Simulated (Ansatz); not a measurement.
## Relative stability

Two relaxed structures of CH$_{5}$B$_{2}$, doublet (PBE0-D4/def2-TZVP; forces vanish, vibrations not checked).

A:

B1  (-1.492, 0.185, -1.036)
B2  (0.055, 0.295, -0.481)
C3  (0.586, -0.144, 0.869)
H4  (-2.282, 1.082, -0.945)
H5  (0.835, 0.801, -1.256)
H6  (0.146, -0.946, 1.456)
H7  (-1.877, -0.794, -1.619)
H8  (1.435, 0.337, 1.349)
(Å)

B:

```
8
angstrom
B -1.4972 0.5625 -0.8396
B -0.0088 0.2610 -0.4543
C 0.6892 -0.4665 0.7483
H -2.5734 0.8493 -1.2379
H 0.6868 0.7286 -1.3357
H 0.0094 -0.8626 1.5032
H 1.3063 -1.2914 0.3748
H 1.3877 0.2191 1.2412
```

Ansatz 0.2.0; basis: def2-TZVPP; cores frozen in the correlated methods; orbitals are unrestricted. B3LYP uses VWN-RPA correlation.

Problem. Which structure is lower at CCSD(T), and by how much? (An estimate is asked for; the value comes from the calculation.)

Solution. The calculation gives: B, by 0.370 eV (electronic energy, against the other). By their contacts, A is CH₅B₂ ([BH2][BH][CH2]) and B is CH₅B₂ ([BH][BH][CH3]).

All methods give the same order:

```
   method  E(B) − E(A) (eV)
   PBE-D4            -0.464
r2SCAN-D4            -0.388
  PBE0-D4            -0.426
 B3LYP-D4            -0.327
  wB97M-V            -0.373
       HF            -0.036
      MP2            -0.446
     CCSD            -0.326
  CCSD(T)            -0.370
```

The T1 diagnostic stays at or below 0.017. ⟨S²⟩ of the unrestricted Hartree–Fock references: 0.76 (a pure state has 0.75).

Labels in which every atom is bracketed show which atoms are joined, not bond orders.

For scale, one of the runs: CCSD(T)/def2-TZVPP, 163 basis functions, launched by `ansatz run in.yaml --threads 2 --pin off --events-out ev --progress --plain --max-ram 4352MiB`. Time: 37 s of wall clock on 2 CPU threads of an Intel Xeon Platinum 8488C; the host was shared. Peak host memory: 3.1 GiB.
